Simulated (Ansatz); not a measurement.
Relaxation of AlH4SSi (7 atoms, charge 0, multiplicity 2), to a largest force component of 0.02 eV/Å in at most 50 steps.

Computed with Ansatz 0.2.0, UKS B3LYP/6-31G*.

```xyz
7
Properties=species:S:1:pos:R:3
Al -1.858 -1.841 0.051
S -0.355 -0.639 1.121
Si 0.901 0.858 0.197
H -2.114 -1.794 -1.507
H 0.202 1.424 -0.949
H 1.097 1.818 1.272
H 2.127 0.173 -0.186
```

Task: Where does it end, and by what steps?

Result: The run converged. The force dipped under the threshold on the way, but the program's further checks kept it going. After 16 steps the energy has fallen by 0.204 eV; H4 moved furthest, 0.87 Å.

```tsv
step	energy less start (eV)	largest force component (eV/Å)	accepted
0	0.0000	0.796	yes
1	-0.1024	0.230	yes
2	-0.1459	0.222	yes
3	-0.1764	0.210	yes
4	-0.1884	0.216	yes
5	-0.1958	0.118	yes
6	-0.1972	0.034	yes
7	-0.1980	0.013	yes
8	-0.1991	0.087	yes
9	-0.1996	0.073	yes
10	-0.2008	0.060	yes
11	-0.2017	0.094	yes
12	-0.2024	0.107	yes
13	-0.2037	0.017	yes
14	-0.2040	0.014	yes
15	-0.2042	0.021	yes
16	-0.2043	0.012	yes
```

```xyz
7
Properties=species:S:1:pos:R:3
Al -1.647 -1.780 0.019
S -0.608 -0.484 1.486
Si 0.654 0.735 0.215
H -1.272 -1.565 -1.532
H -0.149 1.513 -0.764
H 1.382 1.675 1.105
H 1.640 -0.094 -0.528
```

The run took 32 s on 2 threads of Arm Neoverse V2 (shared host), peak memory 0.17 GiB.
